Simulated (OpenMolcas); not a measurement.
**MP2/ANO-RCC-VDZ (DKH2) run of CH2ClF (SMILES FCCl)**

Aim: the energy change on altering one bond length of CH2ClF at MP2/ANO-RCC-VDZ (DKH2), from 2 runs. 

The results are computed with OpenMolcas 26.06.

**1. The structure to begin with**

CH2ClF has 5 atoms, charge 0, and is taken as a singlet. As SMILES, `FCCl`. Geometry: relaxed at PBE0-D4/def2-TZVP.

Bond lengths: F1–C2 1.355 Å, C2–Cl3 1.766 Å, C2–H4 1.089 Å, C2–H5 1.089 Å. Angles: F1–C2–Cl3 110.5°, F1–C2–H4 109.3°, F1–C2–H5 109.3°, Cl3–C2–H4 107.8°, Cl3–C2–H5 107.8°, H4–C2–H5 112.3°.

**2. Energy and gradient at MP2/ANO-RCC-VDZ (DKH2)**

job.inp

```
* CH2ClF MP2
&gateway
coord
5
bohr
F     -1.83388472     1.05922929     1.44847507
C      0.15790551     0.16879034     0.10973640
Cl    -0.79929746    -2.32982444    -1.88606006
H      1.57249780    -0.57183113     1.40894200
H      0.90275996     1.67367374    -1.08107452
basis = ANO-RCC-VDZ
group = NoSym
&seward
&scf
prorbitals = 1 1
&mbpt2
frozen = 7
grdt
&alaska
```

Launch:

```console
export MOLCAS_MEM=1860
pymolcas job.inp > job.log
```

Standard output:

```text
--- Start Module: gateway ---
[...]
--- Stop Module: gateway /rc=_RC_ALL_IS_WELL_ ---
[...]
      Basis functions           35
[...]
       Convergence after  10 Iterations
[...]
::    Total SCF energy                               -599.4577273643
[...]
      Total spin, S                                     0.0000000000
[...]
      Total electronic charge=   34.000000
      Total            charge=   -0.000000
[...]
--- Start Module: mbpt2 ---
[...]
WARNING!
Default frozen orbitals as non valence orbitals is overwritten by user input.
Default values:   7
[...]
       Reference weight ( Cref**2 )         =        0.91778
::    Total MBPT2 energy                             -599.7037565305
[...]
      Dipole Moment (debye):
      Origin of the operator (angstrom)=   -0.4546   -0.4531   -0.2864
                   X=  2.3559E+00               Y=  5.9474E-01               Z= -9.7339E-02           Total=  2.4318E+00
      Quadrupole Moment (debye*angstrom):
[...]
      Total MBPT2 calculations                           0.20      0.23
--- Stop Module: mbpt2 /rc=_RC_ALL_IS_WELL_ ---
--- Start Module: alaska ---
[...]
 *              Molecular gradients               *
 **************************************************
  Irreducible representation: a
 ------------------------------------------------------------------------------------------
                              X                       Y                       Z
 ------------------------------------------------------------------------------------------
  F1                5.13066316520465E-02   -2.49512788075297E-02   -3.63007527317221E-02
  C2               -6.22276318438679E-02   -7.28548635922044E-03    1.01652493187683E-02
  CL3               1.50526072386832E-02    3.82965655189125E-02    3.04874099880799E-02
  H4               -2.55526468169798E-03   -1.38832764061192E-03   -3.99605670824643E-03
  H5               -1.57634236517201E-03   -4.67147271157087E-03   -3.55849866868319E-04
 ------------------------------------------------------------------------------------------
--- Stop Module: alaska /rc=_RC_ALL_IS_WELL_ ---
[...]
```

Wall time 5.1 s (1 thread of Arm Neoverse V1, shared host); peak memory 0.38 GiB.

**3. The distorted shape at the same level**

job.inp

```
&GATEWAY
 Coord
 5
 bohr
 F     -3.95575803     2.17015392    -0.50032011
 C     -1.96396779     1.27971497    -1.83905879
 Cl    -2.92117077    -1.21889981    -3.83485524
 H      1.57249780    -0.57183113     1.40894200
 H     -1.21911335     2.78459837    -3.02986971
 Basis=ANO-RCC-VDZ
 Group=NoSym

&SEWARD

&SCF
 PrOrbitals=1 1

&MBPT2
 Frozen=7
 Grdt

&ALASKA
```

Launch:

```console
export MOLCAS_MEM=1860
pymolcas job.inp > job.log
```

Standard output:

```text
--- Start Module: gateway ---
[...]
--- Stop Module: gateway /rc=_RC_ALL_IS_WELL_ ---
[...]
      Basis functions           35
[...]
       Convergence after  13 Iterations
[...]
::    Total SCF energy                               -599.2049568984
[...]
      Total spin, S                                     0.0000000000
[...]
      Total electronic charge=   34.000000
      Total            charge=   -0.000000
[...]
--- Start Module: mbpt2 ---
[...]
WARNING!
Default frozen orbitals as non valence orbitals is overwritten by user input.
Default values:   7
[...]
       Reference weight ( Cref**2 )         =        0.84216
::    Total MBPT2 energy                             -599.5125841287
[...]
      Dipole Moment (debye):
      Origin of the operator (angstrom)=   -1.5608    0.1260   -1.3023
                   X=  1.0543E+00               Y=  7.4985E-01               Z= -1.0931E+00           Total=  1.6937E+00
      Quadrupole Moment (debye*angstrom):
[...]
      Total MBPT2 calculations                           0.18      0.23
--- Stop Module: mbpt2 /rc=_RC_ALL_IS_WELL_ ---
--- Start Module: alaska ---
[...]
 *              Molecular gradients               *
 **************************************************
  Irreducible representation: a
 ------------------------------------------------------------------------------------------
                              X                       Y                       Z
 ------------------------------------------------------------------------------------------
  F1                2.99432194426457E-02   -1.46938021215712E-02   -3.48729507537833E-02
  C2               -3.63425042601762E-02   -2.76529173514195E-03    9.56674425278781E-03
  CL3               5.92199110316805E-03    3.41413504573076E-02    1.69645784884942E-02
  H4                1.72155131352443E-02   -1.05136271241483E-02    1.60109547572838E-02
  H5               -1.67382194208929E-02   -6.16862947644670E-03   -7.66932674478449E-03
 ------------------------------------------------------------------------------------------
--- Stop Module: alaska /rc=_RC_ALL_IS_WELL_ ---
[...]
```

It took 4.8 s on 1 thread of Arm Neoverse V1, shared host; peak memory 0.38 GiB.

**4. Outcome**

Level: MP2/ANO-RCC-VDZ (DKH2), 7 core orbitals frozen.

```
                                                         quantity          value
                                        first shape: total energy  -599.70376 Eh
                  first shape: dipole moment (mean-field density)         2.64 D
                 first shape: HOMO energy (Hartree–Fock orbitals)      -12.72 eV
                 first shape: LUMO energy (Hartree–Fock orbitals)        2.25 eV
               first shape: HOMO–LUMO gap (Hartree–Fock orbitals)       14.97 eV
         first shape: correlation energy (7 core orbitals frozen)     -246.0 mEh
                            first shape: largest force on an atom     3.477 eV/Å
                                    distorted shape: total energy  -599.51258 Eh
              distorted shape: dipole moment (mean-field density)         2.00 D
             distorted shape: HOMO energy (Hartree–Fock orbitals)       -9.35 eV
             distorted shape: LUMO energy (Hartree–Fock orbitals)       -2.02 eV
           distorted shape: HOMO–LUMO gap (Hartree–Fock orbitals)        7.32 eV
     distorted shape: correlation energy (7 core orbitals frozen)     -307.6 mEh
                        distorted shape: largest force on an atom     2.481 eV/Å
energy change with the C2–H4 bond stretched from 1.089 to 2.723 Å       5.202 eV
```

**Reading.** One bond (distorted shape) is far stretched, which a spin-restricted single reference describes badly; perturbation theory on it can break down and give far too much correlation. With the C2–H4 bond stretched from 1.089 to 2.723 Å the energy rises by 5.20 eV (502 kJ/mol). The first shape isn't relaxed at this level, so the change isn't measured from a minimum. A restricted reference can't describe the breaking bond well at this length. The largest force (first shape) is 3.48 eV/Å: the shape isn't a stationary point for this species at this level. Mulliken charges (first shape) of the mean-field density run from -0.33 on F1 to +0.13 on H4.
